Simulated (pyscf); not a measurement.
Structures and frequencies: ωB97X-D3(BJ)/def2-SVP in PySCF.

For the elementary gas-phase step F–SiH•–O–SiH₃ + H₂O → HO–Si•(F)–O–SiH₃ + H₂ (doublet surface; H–Si, H–O broken, O–Si, H–H formed), what barrier and reaction energy does ωB97M-D3(BJ)/def2-TZVP give, measured from the separated reactants?

ΔE‡ = 32.0 kcal/mol, ΔE = -21.4 kcal/mol. Zero-point energy shifts the barrier by -0.5 kcal/mol. It is a four-centre exchange, with an imaginary mode of 1312i cm⁻¹. At the saddle there is also a short H–Si contact that neither side keeps. HO–Si•(F)–O–SiH₃ lies 5.9 kcal/mol over its isomer HO–SiH(F)–O–SiH₂• (electronic energy, ωB97M-D3(BJ)/def2-TZVP). One saddle was located; it need not be the lowest between these sides.
